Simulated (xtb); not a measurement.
xtb single point, GFN2-xTB, GBSA implicit diethyl ether, on ethanol, C2H6O (SMILES CCO), charge 0, multiplicity 1.

```
xtb m.xyz --gfn 2 --chrg 0 --uhf 0 --norestart --sp --gbsa ether

9

C     -0.819178    -0.256911     0.020281
C      0.554353     0.405851    -0.006741
O      1.584193    -0.454890     0.419878
H     -1.584193     0.460631    -0.262914
H     -1.035463    -0.627295     1.019465
H     -0.852550    -1.093983    -0.675831
H      0.766295     0.781022    -1.019465
H      0.580476     1.250669     0.685117
H      1.565617    -1.250669    -0.123678
```

It prints:

```

          ...................................................
          :                      SETUP                      :
          :.................................................:
          :  # basis functions                  18          :
          :  # atomic orbitals                  18          :
          :  # shells                           12          :
          :  # electrons                        20          :
          :  max. iterations                   250          :
          :  Hamiltonian                  GFN2-xTB          :
          :  restarted?                      false          :
          :  GBSA solvation                   true          :
          :  PC potential                    false          :
          :  electronic temp.          300.0000000     K    :
          :  accuracy                    1.0000000          :
          :  -> integral cutoff          0.2500000E+02      :
          :  -> integral neglect         0.1000000E-07      :
          :  -> SCF convergence          0.1000000E-05 Eh   :
          :  -> wf. convergence          0.1000000E-03 e    :
          :  Broyden damping             0.4000000          :
          :  net charge                          0          :
          :  unpaired electrons                  0          :
          ...................................................

 iter      E             dE          RMSdq      gap      omega  full diag
   1    -11.5050198 -0.115050E+02  0.380E+00   13.23       0.0  T
   2    -11.5216840 -0.166641E-01  0.201E+00   12.92       1.0  T
   3    -11.5221607 -0.476740E-03  0.654E-01   12.92       1.0  T
   4    -11.5222797 -0.119021E-03  0.135E-01   12.91       1.0  T
   5    -11.5222919 -0.122346E-04  0.738E-02   12.93       1.0  T
   6    -11.5222939 -0.196044E-05  0.138E-02   12.94       2.4  T
   7    -11.5222941 -0.206633E-06  0.342E-03   12.94       9.8  T
   8    -11.5222941 -0.669167E-08  0.117E-03   12.94      28.5  T
   9    -11.5222941 -0.358691E-08  0.228E-04   12.94     146.1  T
  10    -11.5222941  0.195683E-10  0.121E-04   12.94     275.1  T

   *** convergence criteria satisfied after 10 iterations ***

         #    Occupation            Energy/Eh            Energy/eV
      -------------------------------------------------------------
         1        2.0000           -0.6867709             -18.6880
       ...           ...                  ...                  ...
         4        2.0000           -0.5520273             -15.0214
         5        2.0000           -0.5258833             -14.3100
         6        2.0000           -0.5127357             -13.9522
         7        2.0000           -0.4751175             -12.9286
         8        2.0000           -0.4622369             -12.5781
         9        2.0000           -0.4390223             -11.9464
        10        2.0000           -0.4103598             -11.1665 (HOMO)
        11                          0.0650480               1.7700 (LUMO)
        12                          0.1153842               3.1398
        13                          0.1405843               3.8255
        14                          0.1626531               4.4260
        15                          0.1750428               4.7632
       ...                                ...                  ...
        18                          0.2796900               7.6108
      -------------------------------------------------------------
                  HL-Gap            0.4754077 Eh           12.9365 eV
             Fermi-level           -0.1726559 Eh           -4.6982 eV


         :::::::::::::::::::::::::::::::::::::::::::::::::::::
         ::                     SUMMARY                     ::
         :::::::::::::::::::::::::::::::::::::::::::::::::::::
         :: total energy             -11.401269748799 Eh    ::
         :: total w/o Gsasa/hb       -11.396543601690 Eh    ::
         :: gradient norm              0.004198371817 Eh/a0 ::
         :: HOMO-LUMO gap             12.936502841984 eV    ::
         ::.................................................::
         :: SCC energy               -11.522293611342 Eh    ::
         :: -> isotropic ES            0.031731879479 Eh    ::
         :: -> anisotropic ES          0.001737479318 Eh    ::
         :: -> anisotropic XC          0.002457034412 Eh    ::
         :: -> dispersion             -0.002765405543 Eh    ::
         :: -> Gsolv                  -0.007853767110 Eh    ::
         ::    -> Gelec               -0.003127620000 Eh    ::
         ::    -> Gsasa               -0.004826378020 Eh    ::
         ::    -> Ghb                 -0.003634450853 Eh    ::
         ::    -> Gshift               0.003734681763 Eh    ::
         :: repulsion energy           0.121023862542 Eh    ::
         :: add. restraining           0.000000000000 Eh    ::
         :: total charge              -0.000000000000 e     ::
         :::::::::::::::::::::::::::::::::::::::::::::::::::::

[... lines cut ...]
         7        2.0000           -0.4751175             -12.9286
         8        2.0000           -0.4622369             -12.5781
         9        2.0000           -0.4390223             -11.9464
        10        2.0000           -0.4103598             -11.1665 (HOMO)
        11                          0.0650480               1.7700 (LUMO)
        12                          0.1153842               3.1398
        13                          0.1405843               3.8255
        14                          0.1626531               4.4260
        15                          0.1750428               4.7632
        16                          0.2221672               6.0455
        17                          0.2534380               6.8964
        18                          0.2796900               7.6108
      -------------------------------------------------------------
                  HL-Gap            0.4754077 Eh           12.9365 eV
             Fermi-level           -0.1726559 Eh           -4.6982 eV

     #   Z          covCN         q      C6AA      α(0)
     1   6 C        3.750    -0.128    23.014     6.842
     2   6 C        3.673     0.082    19.440     6.319
     3   8 O        1.655    -0.497    22.827     6.450
     4   1 H        0.925     0.048     2.344     2.394
     5   1 H        0.925     0.052     2.292     2.367
     6   1 H        0.925     0.046     2.367     2.406
     7   1 H        0.923     0.019     2.756     2.596
     8   1 H        0.924     0.043     2.405     2.425
     9   1 H        0.805     0.334     0.627     1.244

 Mol. C6AA /au·bohr⁶  :        506.683667
 Mol. C8AA /au·bohr⁸  :      10117.798579
 Mol. α(0) /au        :         33.043391

Wiberg/Mayer (AO) data.
largest (>0.10) Wiberg bond orders for each atom

 ---------------------------------------------------------------------------
     #   Z sym  total        # sym  WBO       # sym  WBO       # sym  WBO
 ---------------------------------------------------------------------------
     1   6 C    3.994 --     2 C    1.012     5 H    0.987     6 H    0.986
                             4 H    0.985
     2   6 C    3.955 --     1 C    1.012     3 O    0.996     8 H    0.974
                             7 H    0.971
     3   8 O    1.926 --     2 C    0.996     9 H    0.874
     4   1 H    0.998 --     1 C    0.985
     5   1 H    0.997 --     1 C    0.987
     6   1 H    0.998 --     1 C    0.986
     7   1 H    1.000 --     2 C    0.971
     8   1 H    0.998 --     2 C    0.974
     9   1 H    0.888 --     3 O    0.874
 ---------------------------------------------------------------------------


molecular dipole:
                 x           y           z       tot (Debye)
 q only:       -0.462      -0.223      -0.440
   full:       -0.551      -0.278      -0.592       2.174
molecular quadrupole (traceless):
                xx          xy          yy          xz          yz          zz
 q only:       -2.021      -1.177       2.495      -2.138       0.881      -0.474
  q+dip:       -3.568      -1.051       3.201      -3.217       1.483       0.367
   full:       -3.224      -1.312       3.303      -3.003       1.429      -0.079

           -------------------------------------------------
          | TOTAL ENERGY              -11.401269748799 Eh   |
          | GRADIENT NORM               0.004198371817 Eh/α |
          | HOMO-LUMO GAP              12.936502841984 eV   |
           -------------------------------------------------
```

The total energy is -310.24 eV, -0.19 eV from the same level's vacuum run.
